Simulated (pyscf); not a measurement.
# Four-centre exchange: H₃C–Al(OH)–OH + H₂ → H₃C–AlH–OH + H₂O

Gas phase, singlet surface, charge 0. Bonds broken: Al2–O3, H10–H11. Bonds formed: Al2–H10, O3–H11. Single points on ωB97X-D3(BJ)/def2-SVP structures (PySCF, gas phase).

Transition state (Å):

```xyz
11

C      0.7991     0.9443     0.2469
Al    -1.0598     0.4045     0.0953
O     -1.4286    -1.4091    -0.1531
O     -2.2897     1.2490    -0.7514
H      1.3370     0.3258     0.9844
H      0.9073     1.9977     0.5561
H      1.3204     0.8327    -0.7199
H     -2.1972    -1.6293    -0.6978
H     -2.3061     2.1771    -0.9879
H     -1.7141    -0.2036     1.6523
H     -1.7511    -1.0200     0.9768
```

One imaginary mode, 1240i cm⁻¹; descent along it reached the two sides named, in the forms told below.

```json
[
 {"bond": "Al2–O3", "change": "breaks", "reactant side (Å)": "1.711", "saddle": "1.867", "product side": "2.021"},
 {"bond": "H10–H11", "change": "breaks", "reactant side (Å)": "0.762", "saddle": "1.060", "product side": "2.8"},
 {"bond": "Al2–H10", "change": "forms", "reactant side (Å)": "2.481", "saddle": "1.795", "product side": "1.599"},
 {"bond": "O3–H11", "change": "forms", "reactant side (Å)": "2.553", "saddle": "1.238", "product side": "0.968"}
]
```

Electronic energies relative to the separated reactants (kcal/mol):

| level | barrier | reaction energy | reverse barrier |
|---|---|---|---|
| ωB97X-D3(BJ)/def2-TZVP | 23.6 | +29.4 | -5.8 |
| PBE/def2-TZVP | 19.6 | +28.0 | -8.4 |
| r²SCAN/def2-TZVP | 20.9 | +31.0 | -10.1 |
| B3LYP-D3(BJ)/def2-TZVP | 24.1 | +30.0 | -5.9 |
| PBE0-D3(BJ)/def2-TZVP | 20.4 | +27.9 | -7.5 |
| M06-2X/def2-TZVP | 25.8 | +32.8 | -7.0 |
| ωB97M-D3(BJ)/def2-TZVP | 24.1 | +29.1 | -5.0 |
| HF/def2-TZVP | 35.4 | +27.1 | 8.3 |

With ωB97M-D3(BJ)/def2-TZVP energies and thermal terms (ideal gas, 1 atm, RRHO with modes under 100 cm⁻¹ raised to 100, one conformer, R ln 2 for chiral ones without a mode under 150 cm⁻¹), in kcal/mol:

```tsv
T (K)	ΔH‡	ΔG‡	ΔH	ΔG
298	25.1	33.9	+31.3	+29.4
600	24.0	43.3	+30.2	+28.0
900	23.6	53.1	+29.3	+27.1
1200	23.8	63.0	+28.6	+26.4
```

On the product side the descent ends in an adduct with a Al–O contact, 21.2 kcal/mol under the separated species and 15.5 kcal/mol under the saddle at ωB97X-D3(BJ)/def2-TZVP. At ωB97X-D3(BJ)/def2-TZVP, PBE, r²SCAN, B3LYP-D3(BJ), PBE0-D3(BJ), M06-2X, ωB97M-D3(BJ) the saddle lies under the separated products, which points to a path from their complex (located at ωB97X-D3(BJ) alone), and parting the products costs more than the saddle. What is counted as broken (Al–O) persists as a longer contact in the product adduct; parting that adduct is a step of its own. At the saddle there is also a short Al–H contact that neither side keeps. One saddle was located; it need not be the lowest between these sides.
